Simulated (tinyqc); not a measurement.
Inside a calculation. Method: geometry optimisation on the RHF/sto-3g surface (energies and gradients from PySCF), for HF, spin multiplicity 1. Computed by tinyqc, a small Python program that keeps every step (integrals from PySCF). Settings: charge = 0, multiplicity = 1, basis = sto-3g, optimiser = bfgs, first Hessian = 0.6, largest step = 0.1, iteration cap = 30. Command: `OMP_NUM_THREADS=1 python tinyqc.py 26104 26105 out.jsonl` (the two numbers bound the seeds that draw the settings). One thread of a shared host (Intel(R) Xeon(R) Processor @ 2.60GHz), about 0.3 s of CPU time with the checks.

## Step 1: energy and gradient

positions at the start (bohr):
```
           x         y         z
1F  0.000000  0.000000  0.000000
2H  0.000000  0.000000  1.944528
```

Self-consistent energy and analytic gradient at these positions.

energy = -98.56676119 hartree

gradient (hartree/bohr):
```
             x           y            z
1F  0.00000000  0.00000000  -0.08158756
2H  0.00000000  0.00000000   0.08158756
```

## Step 1: move

Quasi-Newton step p = -H^(-1) g (first H = 0.6 times the unit matrix); steps longer than 0.1 bohr are cut back (factor 0.520 here).

positions after step 1 (bohr):
```
           x         y         z
1F  0.000000  0.000000  0.070711
2H  0.000000  0.000000  1.873818
```

## Step 2: energy and gradient

As before.

energy = -98.57284515 hartree

gradient (hartree/bohr):
```
             x           y            z
1F  0.00000000  0.00000000   0.00178807
2H  0.00000000  0.00000000  -0.00178807
```

## Step 2: move

inverse Hessian in use (bohr^2/hartree):
```
          1         2         3         4         5         6
1  1.666667  0.000000  0.000000  0.000000  0.000000  0.000000
2  0.000000  1.666667  0.000000  0.000000  0.000000  0.000000
3  0.000000  0.000000  1.257382  0.000000  0.000000  0.409284
4  0.000000  0.000000  0.000000  1.666667  0.000000  0.000000
5  0.000000  0.000000  0.000000  0.000000  1.666667  0.000000
6  0.000000  0.000000  0.409284  0.000000  0.000000  1.257382
```

Quasi-Newton step p = -H^(-1) g (the inverse Hessian comes from BFGS updates; coordinates in the order x, y, z of each atom); steps longer than 0.1 bohr are cut back.

positions after step 2 (bohr):
```
           x         y         z
1F  0.000000  0.000000  0.069194
2H  0.000000  0.000000  1.875334
```

## Step 3: energy and gradient

As before.

energy = -98.57284723 hartree

gradient (hartree/bohr):
```
             x           y            z
1F  0.00000000  0.00000000  -0.00041805
2H  0.00000000  0.00000000   0.00041805
```

## Step 3: move

inverse Hessian in use (bohr^2/hartree):
```
          1         2         3         4         5         6
1  1.666667  0.000000  0.000000  0.000000  0.000000  0.000000
2  0.000000  1.666667  0.000000  0.000000  0.000000  0.000000
3  0.000000  0.000000  1.177027  0.000000  0.000000  0.489640
4  0.000000  0.000000  0.000000  1.666667  0.000000  0.000000
5  0.000000  0.000000  0.000000  0.000000  1.666667  0.000000
6  0.000000  0.000000  0.489640  0.000000  0.000000  1.177027
```

As before.

positions after step 3 (bohr):
```
           x         y         z
1F  0.000000  0.000000  0.069482
2H  0.000000  0.000000  1.875047
```

## Convergence

Stop when the largest gradient component is below 3e-5 hartree/bohr. The inverse Hessian follows the BFGS update with s = step, y = change of gradient.

Course of the optimisation:
```
step   E (hartree)  largest gradient (hartree/bohr)
1     -98.56676119                         8.16e-02
2     -98.57284515                         1.79e-03
3     -98.57284723                         4.18e-04
4     -98.57284735                         1.59e-06
```

Final distances (angstrom):
```
pair   distance
2H-1F  0.955464
```

Converged in 4 steps.
